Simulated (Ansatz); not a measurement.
Worked example: building the atomization energy of C2H7N, singlet

Measured: the G2/97 heats of formation, with zero-point and thermal terms from B3LYP taken off, give an electronic atomization energy of 870.1 kcal/mol (Curtiss et al., J. Chem. Phys. 106, 1063 (1997); Staroverov et al., J. Chem. Phys. 119, 12129 (2003)). The calculation below tries to reproduce it.

Geometry (MP2(full)/6-31G*, from the G2/97 set):

```xyz
10

C    -0.0160   -0.2566    1.2049
N    -0.0160    0.5606    0.0000
C    -0.0160   -0.2566   -1.2049
H     0.8030   -0.9946    1.2485
H     0.0511    0.3893    2.0834
H    -0.9607   -0.8049    1.2617
H     0.8168    1.1463    0.0000
H     0.8030   -0.9946   -1.2485
H     0.0511    0.3893   -2.0834
H    -0.9607   -0.8049   -1.2617
```

Atomization energies (atoms less molecule, kcal/mol) from Ansatz 0.2.0, frozen cores, restricted molecule, unrestricted atoms, sets cc-pVDZ, cc-pVTZ, cc-pVQZ:

| level | DZ | TZ | QZ |
| --- | --- | --- | --- |
| HF | 622.44 | 633.46 | 634.85 |
| CCSD(T) | 804.56 | 848.22 | 860.56 |
| CCSDT | 804.53 | 847.71 | – |
| CCSDT(Q) | 805.02 | 848.21 | – |

**Question.** Extrapolate Hartree–Fock with exp(−5.46 √X) and the CCSD(T) correlation part with X⁻³ (X = 3, 4), add each higher step from the largest set that has it, and compare with the measured value.

**Answer.** Hartree–Fock: 634.85 + (634.85 − 633.46) × 0.301 = 635.27.
Correlation: TZ 214.76, QZ 225.71; (64 × 225.71 − 27 × 214.76) / 37 = 233.70.
Full triples (TZ): 847.71 − 848.22 = -0.51.
(Q) (TZ): 848.21 − 847.71 = 0.50.
Sum: 869.0 kcal/mol, 1.1 below the measured 870.1.

The steps beyond CCSD(T) add -0.01 kcal/mol, while going from QZ to the limit adds 8.41. Core correlation, scalar relativity, spin–orbit terms and the relaxation from this MP2 geometry are missing from the sum, and the measured value has its own uncertainty.
